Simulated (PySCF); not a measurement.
## Unknown compound

Molecular formula: CH2N2. Simulated spectra:

1H NMR (400 MHz, computed): δ 2.28 (br s, 2H).

13C{1H} NMR (computed): δ 117.2 (C).

- structure optimised with PBE0-D3(BJ)/def2-SVP
- σ from GIAO-PBE0/pcSseg-1
- B3LYP/pcJ-1 coupling constants
- run in PySCF
- fast rotation and ring inversion assumed for equivalent nuclei, single conformer, isolated molecule, non-relativistic

References, each an isolated molecule treated in the same way: 1H (31.27 ppm), 13C (184.41 ppm) against TMS.

**Question.** Propose a structure and justify it.

**Answer.** 
- Rings plus π bonds: 2 (no ring in the answer).
- Carbon types of the structure: 1 × C, leaving 2 H on heteroatoms.
- δC 117.2: nitrile carbon; this is the usual window of a C≡N carbon, which has no attached hydrogen.
- δH 2.28: hydrogen on a nitrogen bonded to C; exchangeable, gas-phase position.

Structure: SMILES N#CN.

OH/NH shifts are gas-phase values; hydrogen bonding in solution moves them, usually downfield. Shifts are as computed. Against solution values, carbons near 30 ppm lie about +2 ppm off and those near 130 ppm about +5 ppm. Of 1211 compounds with measured shifts, 218 miss one by over three times the rms of a fit or turn the order of signals round; such compounds aren't used in these exercises.
